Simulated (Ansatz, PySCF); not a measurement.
System: C3H6Cl, net charge 0, doublet state. It need not be the lowest isomer of its formula. SMILES: [CH2]CCCl
Structure (B3LYP-D3(BJ)/def2-TZVP (Ansatz, a first-principles code) minimum search):
```
C
H 1 1.0924
H 1 1.0924 2 107.47
C 1 1.4860 2 110.95 3 -121.46
H 4 1.0813 1 120.92 2 153.16
H 4 1.0813 5 117.81 1 -173.29
C 1 1.5321 2 108.21 3 116.64
H 7 1.0871 1 111.53 2 60.66
H 7 1.0871 8 109.30 1 -123.78
Cl 7 1.8103 8 106.44 9 -114.59
```
Charge 0, spin multiplicity 2.


Property: enthalpy of formation at 298 K (from the atomisation energy, B3LYP-D3(BJ)/def2-TZVP harmonic zero-point and thermal terms from PySCF, and the atoms' enthalpies of formation in the G2/97 table; no spin-orbit terms, and no core term in the frozen-core levels), in kJ/mol. Cores are frozen in the correlated levels unless marked. UHF or UKS for open shells. Spin-orbit coupling is left out. No relativistic terms. The coupled-cluster limit lacks core correlation, which all-electron functionals hold. CBS(X,Y): correlation extrapolated as X^-3; Hartree-Fock from the larger set. [CCSD(T)-MP2]/basis is that difference in the basis named.

```tsv
level	program	enthalpy of formation at 298 K (kJ/mol)
SVWN5/def2-TZVPD	Ansatz	-436.0
```

Estimate the value at RI-MP2/CBS(cc-pV(T+d)Z,cc-pV(Q+d)Z)+[CCSD(T)-MP2]/cc-pV(D+d)Z as computed with Ansatz.

72.3 kJ/mol
